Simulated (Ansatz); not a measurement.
## How far each method lies from UCCSDT(Q) for Al–AlH–Al⁺, doublet

Geometry: that of the Al–AlH–Al, singlet, kept fixed.

```xyz
4

Al    0.0000    0.5328    2.1869
Al    0.0000   -1.0930    0.0000
Al    0.0000    0.5328   -2.1869
H     0.0000    0.7361    0.0000
```

Basis cc-pVDZ; Ansatz 0.2.0. Only valence electrons are correlated (noble-gas cores frozen), which leaves 9 electrons in 44 orbitals. Prefix R: restricted or restricted open-shell reference; prefix U: unrestricted. Active spaces: valence = (9e, 13o) chosen from the atoms' valence shells.

Full CI isn't at hand for all of this; UCCSDT(Q) serves as the reference, and is uncertain by about the last step of the cluster series. The frozen core follows each run's orbitals, which can shift R against U totals by a few meV.

Unrestricted rows (U) aren't spin-pure: their determinants' ⟨S²⟩ exceeds S(S+1) by up to 0.19, so they mix in states of higher spin. For open shells CISD is restricted-active-space CI with the open shells as a complete middle space.

The UHF ⟨S²⟩ is 0.942 and the T1 diagnostic (RCCSD) is 0.0316. The largest doubles amplitude (RCCSD) is 0.077 and the T1 diagnostic (UCCSD) is 0.0444.

```csv
level,E − E(RHF) (eV)
UHF,-0.3206
RMP2,-3.8954
UMP2,-3.7617
RCCSD,-5.0708
UCCSD,-5.0838
RCCSD(T),-5.2834
UCCSD(T),-5.2793
```

Q: Estimate how far UCCSDT(Q) in cc-pVDZ lies from RCCSD(T). The table doesn't fix it; the size of (T) and the diagnostics are the guide.

A: UCCSDT(Q) in cc-pVDZ lies 1.49 kcal/mol below RCCSD(T), which is 30 % of the (T) step (-4.90 kcal/mol). T1 is raised, and the rest is a large part of (T). The miss exceeds 1 kcal/mol.

The other levels:

```csv
level,E − E(UCCSDT(Q)) (kcal/mol),share of correlation (%),wall time
CISD,19.06,84.54,3.8 s
BCCD(T),1.52,98.76,15 s
RCCSDT,0.37,99.70,–
UCCSDT,0.33,99.73,–
RCCSDT(Q),0.02,99.98,18 s (H100)
CASSCF (valence space),51.13,58.54,–
NEVPT2 (valence space),13.76,88.85,30 s (H100)
MRCISD (valence space),3.51,97.15,–
MRCISD+Q (valence space),0.26,99.79,47 s (H100)
```

The correlation energy at UCCSDT(Q), counted from RHF, is -5.348 eV. That run took 21 s on 2 threads of AMD EPYC 7R13 with a shared H100 80 GB, shared host.

Times hold each run's SCF and search for its determinant on a shared host, so for small cases they say little of a method's own cost; rows without a card ran on 1 thread of AMD EPYC 7R13. Some runs computed forces too.

Natural occupations of CASSCF (valence space) about the gap: 1.968 1.919 1.911 1.869 0.993 0.068 0.061 0.054 0.043 0.038; effectively unpaired electrons, Σ n²(2−n)², 1.18.
